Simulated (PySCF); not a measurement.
# From one method to the next for SO (triplet)

What do other methods print for SO (triplet)?

The runs use PySCF 2.14.0; method and basis as typed in the scripts.

3 further runs of the same task are left out: 2 that didn't finish, 1 set aside as unsound or not needed.

### Step 1. The system as given

SO (triplet): 2 atoms, charge 0, spin multiplicity 3.

Bond lengths: S1–O2 1.427 Å.

### Step 2. The run that the others are compared with

Input file input.py:

```python
from pyscf import gto, dft

mol = gto.M(
    atom='S 0 0 0; O 0 0 1.427',
    basis='jorge-dzp',
    charge=0,
    spin=2,
    verbose=3,
)
mf = dft.UKS(mol, xc='m062x')
mf.kernel()
g = mf.nuc_grad_method()
g.grid_response = True
g.kernel()
mf.dip_moment()
print('orbital energies (hartree):', [e[max(0, n-3):n+3].round(4) for e, n in zip(mf.mo_energy, mol.nelec)])
```

On the command line:

```
$ OMP_NUM_THREADS=1 python input.py
```

The log of the run:

```text
WARN: HOMO -0.211501574199485 >= LUMO -0.211501574199564

converged SCF energy = -473.315570231059  <S^2> = 2.0087738  2S+1 = 3.0058435
--------------- UKS gradients ---------------
         x                y                z
0 S    -0.0000000000    -0.0000000000     0.1100037852
1 O     0.0000000000     0.0000000000    -0.1100037852
----------------------------------------------
Dipole moment(X, Y, Z, Debye):  0.00000,  0.00000, -1.68088
orbital energies (hartree): [array([-0.5362, -0.3113, -0.3113,  0.0875,  0.3999,  0.3999]), array([-0.4947, -0.468 , -0.468 , -0.0716, -0.0716,  0.1004])]
```

Wall time 4.1 s (1 thread of Intel Xeon Platinum 8488C, shared host); peak memory 0.24 GiB.

In short: E(SCF) = -473.315570 Eh, ⟨S²⟩ = 2.009, μ = 1.68 D, gradient on the second atom -0.1100 Eh/bohr.

The bond length is a typed value, not an optimised one. The triplet is typed in the script; nothing here shows that it is the ground state.

### Step 3. M06l

Variant 1 changes functional: m062x → m06l.

Edit input.py of step 2 so:

```diff
@@ -9,3 +9,3 @@
 )
-mf = dft.UKS(mol, xc='m062x')
+mf = dft.UKS(mol, xc='m06l')
 mf.kernel()
```

On the command line:

```
$ OMP_NUM_THREADS=1 python input.py
```

The log of the run:

```text
WARN: HOMO -0.215016669927183 >= LUMO -0.21501666992729

converged SCF energy = -473.346750041612  <S^2> = 2.0063199  2S+1 = 3.0042103
--------------- UKS gradients ---------------
         x                y                z
0 S    -0.0000000000     0.0000000000     0.1266094524
1 O     0.0000000000    -0.0000000000    -0.1266094524
----------------------------------------------
Dipole moment(X, Y, Z, Debye): -0.00000,  0.00000, -1.39154
orbital energies (hartree): [array([-0.4293, -0.2176, -0.2176,  0.0197,  0.3586,  0.3586]), array([-0.3861, -0.3773, -0.3773, -0.1422, -0.1422,  0.0491])]
```

Wall time 4.1 s (1 thread of Intel Xeon Platinum 8488C, shared host).

This run: E(SCF) = -473.346750 Eh, ⟨S²⟩ = 2.006, μ = 1.39 D, gradient on the second atom -0.1266 Eh/bohr.

### Step 4. Pbe

Variant 2 changes functional: m062x → pbe.

Edit input.py of step 2 so:

```diff
@@ -9,3 +9,3 @@
 )
-mf = dft.UKS(mol, xc='m062x')
+mf = dft.UKS(mol, xc='pbe')
 mf.kernel()
```

On the command line:

```
$ OMP_NUM_THREADS=1 python input.py
```

The log of the run:

```text
WARN: HOMO -0.209592725381337 >= LUMO -0.209592725381368

converged SCF energy = -473.122774122693  <S^2> = 2.0029366  2S+1 = 3.0019571
--------------- UKS gradients ---------------
         x                y                z
0 S     0.0000000000     0.0000000000     0.1398054713
1 O    -0.0000000000    -0.0000000000    -0.1398054713
----------------------------------------------
Dipole moment(X, Y, Z, Debye):  0.00000,  0.00000, -1.39797
orbital energies (hartree): [array([-0.4052, -0.2067, -0.2067,  0.0055,  0.3241,  0.3241]), array([-0.3765, -0.3681, -0.3681, -0.1456, -0.1456,  0.0292])]
```

Wall time 2.4 s (1 thread of Intel Xeon Platinum 8488C, shared host).

This run: E(SCF) = -473.122774 Eh, ⟨S²⟩ = 2.003, μ = 1.40 D, gradient on the second atom -0.1398 Eh/bohr.

### Step 5. CCSD(T) (UHF)

Variant 3 changes step after the SCF: gradient → ccsd(t); SCF type: UKS → UHF; functional: m062x → none (Hartree–Fock); frozen orbitals: none → 6.

Input file input.py:

```python
from pyscf import gto, scf, cc

mol = gto.M(
    atom='S 0 0 0; O 0 0 1.427',
    basis='jorge-dzp',
    charge=0,
    spin=2,
    verbose=3,
)
mf = scf.UHF(mol)
mf.kernel()
mycc = cc.CCSD(mf, frozen=6)
mycc.kernel()
mycc.ccsd_t()
mf.dip_moment()
print('orbital energies (hartree):', [e[max(0, n-3):n+3].round(4) for e, n in zip(mf.mo_energy, mol.nelec)])
```

On the command line:

```
$ OMP_NUM_THREADS=1 python input.py
```

The log of the run:

```text
WARN: HOMO -0.184527556340911 >= LUMO -0.184527556340969

converged SCF energy = -472.357144330766  <S^2> = 2.0382462  2S+1 = 3.02539
E(UCCSD) = -472.655350156328  E_corr = -0.2982058255622695
UCCSD(T) correction = -0.00883949360125305
Dipole moment(X, Y, Z, Debye):  0.00000, -0.00000, -1.91030
orbital energies (hartree): [array([-0.6493, -0.4117, -0.4117,  0.1877,  0.5051,  0.5051]), array([-0.5778, -0.514 , -0.514 ,  0.0583,  0.0583,  0.2186])]
```

Run time: 1.7 s. Hardware: 1 thread of Intel Xeon Platinum 8488C, shared host.

Outcome: E(SCF) = -472.357144 Eh, E(CCSD) − E(SCF) = -0.29821 Eh, (T) = -0.00884 Eh, ⟨S²⟩ = 2.038, μ = 1.91 D (of the SCF density).

### Step 6. Pw91

Variant 4 changes functional: m062x → pw91.

Edit input.py of step 2 so:

```diff
@@ -9,3 +9,3 @@
 )
-mf = dft.UKS(mol, xc='m062x')
+mf = dft.UKS(mol, xc='pw91')
 mf.kernel()
```

On the command line:

```
$ OMP_NUM_THREADS=1 python input.py
```

The log of the run:

```text
WARN: HOMO -0.212864057736313 >= LUMO -0.212864057736321

converged SCF energy = -473.336704121989  <S^2> = 2.0029551  2S+1 = 3.0019694
--------------- UKS gradients ---------------
         x                y                z
0 S    -0.0000000000     0.0000000000     0.1378709044
1 O     0.0000000000    -0.0000000000    -0.1378709044
----------------------------------------------
Dipole moment(X, Y, Z, Debye):  0.00000,  0.00000, -1.40979
orbital energies (hartree): [array([-0.4067, -0.2085, -0.2085,  0.0041,  0.3232,  0.3232]), array([-0.3785, -0.3695, -0.3695, -0.1477, -0.1477,  0.0274])]
```

Wall time 3.4 s (1 thread of Intel Xeon Platinum 8488C, shared host).

This run: E(SCF) = -473.336704 Eh, ⟨S²⟩ = 2.003, μ = 1.41 D, gradient on the second atom -0.1379 Eh/bohr.

### Step 7. Comparison

| run | E(SCF) (hartree) | from base (eV) | gap, α spin (eV) | SCF dipole (D) | after the SCF |
| --- | --- | --- | --- | --- | --- |
| base | -473.315570 | 0 | 10.85 | 1.68 | n/a |
| m06l | -473.346750 | not comparable | 6.46 | 1.39 | n/a |
| pbe | -473.122774 | not comparable | 5.77 | 1.40 | n/a |
| CCSD(T) (UHF) | -472.357144 | not comparable | 16.31 | 1.91 | CCSD(T) correlation -8.355 eV, core frozen |
| pw91 | -473.336704 | not comparable | 5.79 | 1.41 | n/a |

Wall time on 1 thread of Intel Xeon Platinum 8488C, shared host, start-up included: base 4.1 s; m06l 4.1 s; pbe 2.4 s; CCSD(T) (UHF) 1.7 s; pw91 3.4 s.

What this shows: The α-spin gap between the frontier levels is 5.8 eV with pbe (0 % exact exchange) and 10.9 eV with m062x (54 %): exact exchange opens it. A lower total energy from another functional means nothing by itself.
